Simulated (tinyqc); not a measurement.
Hueckel theory of the pi electrons, for the molecule C=C (SMILES; centres numbered as the heavy atoms are written), step by step. Computed by tinyqc, a small Python program that keeps every step. Settings: charge = 0. Command: `OMP_NUM_THREADS=1 python tinyqc.py 21721 21722 out.jsonl` (the two numbers bound the seeds that draw the settings). One thread of a shared host (Intel(R) Xeon(R) Processor @ 2.60GHz), about 0.01 s of CPU time with the checks.

## The Hueckel matrix

Centres:
```
centre  z_r, pi electrons of the neutral centre       h
1C                                            1  0.0000
2C                                            1  0.0000
```

Bonds:
```
i  j  k
1  2  1
```

H_rr = alpha + h_r beta, H_rs = k_rs beta for bonded centres.

Hueckel matrix in units of beta (H = alpha + beta A):
```
        1C      2C
1C  0.0000  1.0000
2C  1.0000  0.0000
```

## Orbitals

pi electrons, sum of z_r less the charge = 2

Diagonalise; E = alpha + x beta with beta < 0, so the largest x are filled first; degenerate levels share their electrons. P = sum n_i c_ri c_si; each orbital has its largest coefficient positive (the first on a tie).

x values: 1.0000  -1.0000

occupations: 2.0000  0.0000

coefficients:
```
       MO1      MO2
1C  0.7071   0.7071
2C  0.7071  -0.7071
```

charge and bond-order matrix P:
```
        1C      2C
1C  1.0000  1.0000
2C  1.0000  1.0000
```

## Energy, charges, bond orders

E = sum n x; q_r = z_r - P_rr; bond order p = P_rs; free valence = sqrt(3) - sum of p over the bonds of the atom.

pi energy = 2 alpha + this times beta = 2.0000

pi charges: 1C 0.0000, 2C 0.0000

Bond orders and lengths from R = 1.517 - 0.180 p (angstrom, C-C alone):
```
bond       p       R
1-2   1.0000  1.3370
```

free valence of the carbons: 1C 0.7321, 2C 0.7321

gap between the highest filled and the next level = 2.0000 |beta|
